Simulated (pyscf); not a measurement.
PySCF, gas phase, ωB97X-D3(BJ)/def2-SVP geometries.

**Question.** H₂N–Ti(NH₂)(NH₂)–NH₂ (SMILES [NH2][Ti]([NH2])([NH2])[NH2]) + H₃C–NH–CH₃ (SMILES CNC) + NH₃ (SMILES N) → H₃C–N(CH₃)–Ti(NH₂)(NH₂)–NH₂ (SMILES C[N](C)[Ti]([NH2])([NH2])[NH2]) + NH₃ (SMILES N) + NH₃ (SMILES N)
Surface: singlet. Broken: N–Ti, H–N, H–N. Formed: N–Ti, H–N, H–N. Give ΔE‡ and ΔE from ωB97M-D3(BJ)/def2-TZVP, relative to the separated reactants.

**Answer.** ΔE‡ = 21.8 kJ/mol, ΔE = -8.6 kJ/mol. Zero-point energy shifts the barrier by +1.2 kJ/mol. It is a multi-bond step, with an imaginary mode of 1446i cm⁻¹. On the reactant side the descent ends in an adduct with a N–Ti contact (not fully relaxed), 97.6 kJ/mol under the separated species and 106.4 kJ/mol under the saddle at ωB97X-D3(BJ)/def2-TZVP. On the product side the descent ends in an adduct with a N–Ti contact, 88.6 kJ/mol under the separated species and 112.6 kJ/mol under the saddle at ωB97X-D3(BJ)/def2-TZVP. What is counted as formed (N–Ti) is already present as a longer contact in the reactant adduct; forming that adduct is a step of its own. What is counted as broken (N–Ti) persists as a longer contact in the product adduct; parting that adduct is a step of its own. At ωB97X-D3(BJ)/def2-TZVP the barrier from the zero used here is 8.8 kJ/mol. H₃C–NH–CH₃ lies 32.8 kJ/mol over its isomer H₃C–CH₂–NH₂ (electronic energy, ωB97M-D3(BJ)/def2-TZVP). One saddle was located; it need not be the lowest between these sides.
